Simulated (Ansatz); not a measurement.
System (SMILES): [C-]#[S+] (C-S).
Atoms: C1, S2. Bonds: C1-S2.

Basis-set convergence of the highest harmonic wavenumber at MP2 with Ansatz (an electronic-structure program). Each level at its own minimum, finite differences of forces, unscaled; the reference is a large set that could be run, not a limit. All functions are spherical. Cores are frozen. No added dispersion term, no relativity. Reference: the value in aug-cc-pV(Q+d)Z, 1305 cm⁻¹, itself unsure by roughly 3 cm⁻¹ (its mean distance from def2-QZVPP, cc-pV(Q+d)Z, aug-cc-pV(T+d)Z). Deviations are taken from unrounded values. Cost is core time over that of def2-TZVP, rough, on shared machines of one kind; a dash marks a row that isn't timed (too short, read off another run, short of memory, by another algorithm or on other hardware).

```csv
basis,functions,highest harmonic wavenumber (cm⁻¹),minus reference (cm⁻¹),cost
def2-SVP,32,1332,27,-
cc-pV(D+d)Z,37,1302,-3,0.4×
def2-TZVP,68,1305,0,1×
cc-pV(T+d)Z,69,1300,-5,1×
def2-TZVPP,73,1307,2,1×
cc-pCVTZ,102,1301,-4,2×
cc-pV(Q+d)Z,119,1306,1,5×
def2-QZVPP,127,1307,1,7×
```

The smallest set listed that lies within 10 cm⁻¹ of the reference with all its larger relatives (same family, alike in diffuse functions; a set with none counts only in the reference's own line) is cc-pV(D+d)Z (37 functions, 0.4× in cost, -3 cm⁻¹ off). Inside, with no larger relative to test it: cc-pCVTZ.
